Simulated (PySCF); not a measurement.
**Two-photon absorption: 1-chloropropane (SMILES CCCCl)**

Geometry (Å), atoms numbered from 1 in this order:
```xyz
11

C    -1.238   -0.078    0.486
C     0.011   -0.539   -0.249
C     1.082    0.526   -0.228
Cl    2.555    0.002   -1.089
H    -1.022    0.153    1.532
H    -2.008   -0.852    0.469
H    -1.661    0.821    0.028
H     0.406   -1.450    0.208
H    -0.227   -0.786   -1.287
H     1.386    0.766    0.791
H     0.746    1.441   -0.716
```

Computed with PySCF 2.14.0, TDDFT CAM-B3LYP/def2-TZVPD excited states, vertical, gas phase. Geometry: PBE0-D3(BJ)/def2-TZVP.

Singlets 5 and 6 lie within 0.01 eV of each other, so their separate moments and overlaps can depend on how they mix.

Problem. How strongly do the lowest singlets absorb one photon, and two photons of half the energy?

Solution. δ for parallel linear polarisation; σ at the peak of a Lorentzian of half width 0.1 eV, single beam; Ω is circular over linear.
```
state  E (eV)      f  photon λ (nm)  δ (au)  σ (GM)     Ω                                  main
   S1    7.26  0.001            342    1.99    0.04  1.50  HOMO−1→LUMO 0.36, HOMO−1→LUMO+4 0.20
   S2    7.29  0.002            340    9.33    0.18  0.48      HOMO→LUMO 0.39, HOMO→LUMO+4 0.20
   S3    7.81  0.023            317    28.3    0.63  1.50  HOMO−1→LUMO+1 0.65, HOMO−1→LUMO 0.20
   S4    7.87  0.037            315    27.8    0.63  1.50      HOMO→LUMO+1 0.68, HOMO→LUMO 0.18
   S5    8.56  0.002            290      25    0.67  1.50  HOMO−1→LUMO+3 0.47, HOMO→LUMO+2 0.40
   S6    8.56  0.016            290    32.3    0.87  1.50  HOMO→LUMO+3 0.50, HOMO−1→LUMO+2 0.35
```

Among these, the strongest one-photon state is S4, the strongest two-photon state S6, with a dipole change of 1.2 D (relaxed, norm of the difference vector).
